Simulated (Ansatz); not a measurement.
in.yaml

```yaml
crystal:
  periodic: [false, false, false]
  atoms:
    - {symbol: In, position_ang: [0.000000, 0.000000, 0.000000]}
    - {symbol: H, position_ang: [0.000000, 0.000000, 4.885000]}
basis:
  gaussian: {orbitals: def2-TZVPP}
magnetization: {spin_polarized: true, initial_magnetization: 0}
correlation: {method: bccd_t, electrons: outside_noble_gas}
```

```sh
$ ansatz run in.yaml --threads 1 --pin off --events-out ev --progress --plain --max-ram 2393MiB
```

Output:

```
556 factors; integrals over basis functions are off by at most 5.9e-4 eV
mean field evaluation 1: about -5158.6203 eV, gradient 7.2e0 eV
mean field evaluation 2: about -5158.6204 eV, gradient 7.2e0 eV
mean field evaluation 4: about -5159.9000 eV, gradient 1.6e0 eV
mean field evaluation 8: about -5159.9610 eV, gradient 1.5e-1 eV
mean field evaluation 16: about -5160.3115 eV, gradient 2.2e0 eV
mean field evaluation 32: about -5162.2741 eV, gradient 2.6e-9 eV
mean field evaluation 64: about -5162.2677 eV, gradient 1.1e-6 eV
mean field evaluation 96: about -5162.2712 eV, gradient 8.0e-2 eV
mean field evaluation 128: about -5162.2677 eV, gradient 1.3e-5 eV
mean field evaluation 160: about -5162.2741 eV, gradient 8.3e-3 eV
...
mean field -5162.27411531 eV, -189.7100746226 hartree, gradient 2.1e-9 eV, S^2 1.005556; 12 other end points of the search recorded, 0 dependent functions left out
determinant -5162.27411531 eV, -189.7100746226 hartree, with singles and doubles -5163.44558075 eV, -189.7531251834 hartree
determinant -5162.26771327 eV, -189.7098393518 hartree, with singles and doubles -5163.43442959 eV, -189.7527153858 hartree
determinant -5159.48091375 eV, -189.6074263587 hartree, with singles and doubles -5162.06300734 eV, -189.7023165478 hartree
determinant -5162.27411531 eV, -189.7100746226 hartree, with singles and doubles -5163.40970187 eV, -189.7518066588 hartree
determinant -5162.26771327 eV, -189.7098393518 hartree, with singles and doubles -5163.39616300 eV, -189.7513091147 hartree
9 core orbitals not correlated: weight in the atoms' cores, before any rotation towards them, 1.000 or more for the frozen orbitals, at most 0.000 for the correlated occupied ones
reference -5162.27411531 eV, -189.7100746226 hartree; 2, 2 occupied and 53, 53 virtual orbitals, 556 factors
second order -0.81860983 eV of doubles, -0.00000000 eV of singles
...
cycle   4  -1.13419170 eV  change   -1.6e-5 eV  update   9.0e-5
cycle   5  -1.13419652 eV  change   -4.8e-6 eV  update   6.8e-5
cycle   6  -1.13420417 eV  change   -7.7e-6 eV  update   5.6e-5
cycle   7  -1.13421807 eV  change   -1.4e-5 eV  update   5.0e-5
cycle   8  -1.13423392 eV  change   -1.6e-5 eV  update   4.4e-5
cycle   9  -1.13424837 eV  change   -1.4e-5 eV  update   3.5e-5
cycle  10  -1.13425310 eV  change   -4.7e-6 eV  update   1.7e-5
cycle  11  -1.13425324 eV  change   -1.4e-7 eV  update   1.0e-5
cycle  12  -1.13425524 eV  change   -2.0e-6 eV  update   5.7e-6
cycle  13  -1.13425604 eV  change   -8.0e-7 eV  update   1.8e-6
perturbative correction -0.02193971 eV, -0.0008062693 hartree
Total energy: -5163.43031106 eV, -189.7525640327 hartree
```

Ran on 1 thread of Intel Xeon 6975P-C, shared host: 12 s wall, 0.22 GiB peak host memory.
